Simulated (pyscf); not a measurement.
Optimised with ωB97X-D3(BJ)/def2-SVP in PySCF.

Q: What is the homolytic dissociation enthalpy (298 K, ωB97M-D3(BJ)/def2-TZVP) of the S–Si bond of `[SiH3][S][Sn]([Cl])([Cl])[Cl]`, to SiH₃• + •S–Sn(Cl)(Cl)–Cl?

A: S–Si to SiH₃• + •S–Sn(Cl)(Cl)–Cl: 90.7 kcal/mol. The 7 functionals that were run give +84.8 (PBE) to +95.8 kcal/mol (ωB97X-D3(BJ)/def2-TZVP). Other isomers of •S–Sn(Cl)(Cl)–Cl were not searched in full and may lie lower. Elements past Kr carry the def2 core potentials, without spin-orbit coupling.
